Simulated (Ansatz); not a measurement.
Cost and result up the ladder for the cluster Li₃H₂ (5 atoms). Total charge 0; doublet. Geometry: PBE-D4/def2-TZVP.

```xyz
5

Li    0.177    0.392   -1.430
Li    0.070   -1.124    0.480
Li   -0.459    1.138    1.949
H     0.355   -1.289   -1.236
H    -0.144    0.883    0.237
```

Ansatz on 4 threads of Arm Neoverse V1 on a shared host. Times are rough, and most runs start from the orbitals of an earlier one. PBE0-D4/def2-TZVP serves as the yardstick here, not as an exact answer. Binding counts from free atoms at the same level (Li doublet, H doublet; other spins of the atoms weren't run), without zero-point energy or a counterpoise term.

LC-ωPBE has ω = 0.4 bohr⁻¹. Correlated methods freeze no core orbitals; core or outer-core shells of Li are correlated, in sets that lack core-valence functions. Another isomer (doublet) lies 0.12 eV lower at PBE0-D4/def2-TZVP; other spin states weren't run for this one.

Correlated methods converge slowly with the basis.

| level | functions | wall time | binding energy per atom (eV) | difference from PBE0-D4/def2-TZVP (eV) |
| --- | --- | --- | --- | --- |
| PBE0-D4/def2-TZVP | 54 | 0.45 s | 1.48 | 0.00 |
| PBE-D4/def2-TZVP (with forces) | 54 | 0.5 s | 1.49 | 0.01 |
| LC-ωPBE/def2-TZVP | 54 | 0.65 s | 1.48 | 0.00 |
| r2SCANh-D4/def2-TZVP | 54 | 1.1 s | 1.51 | 0.03 |
| r2SCAN-D4/def2-TZVP | 54 | 1.1 s | 1.51 | 0.03 |
| CCSD(T)/def2-TZVPP | 85 | 2.3 s | 1.52 | 0.04 |
